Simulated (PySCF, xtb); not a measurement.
Homolysis of single bonds, series Ga CH3-SiH3. Isolated molecules, 0 K electronic values unless said otherwise. Strings in code marks are SMILES.

Quantity: homolytic bond dissociation enthalpy at 298 K (no spin–orbit term), in kcal/mol. Enthalpy corrections at 298 K come from GFN2-xTB frequencies (xtb).

Level 1: PBE-D3(BJ)/def2-TZVP // r2SCAN-D4/def2-TZVP (PySCF)
Level 2: B3LYP/6-311+G** (LANL2DZ on Ga) // r2SCAN-D4/def2-TZVP (PySCF)
Level 3: PBE/6-31G* // r2SCAN-D4/def2-TZVP (PySCF)
Level 4: HF/6-31G* // r2SCAN-D4/def2-TZVP (PySCF)

| species | level 1 | level 2 | level 3 | level 4 |
|---|---|---|---|---|
| C–Ga bond of `[CH3][Ga]([CH3])[CH3]`, giving `[CH3]` and `[CH3][Ga][CH3]` | 74.1 | 69.9 | 73.7 | 49.9 |
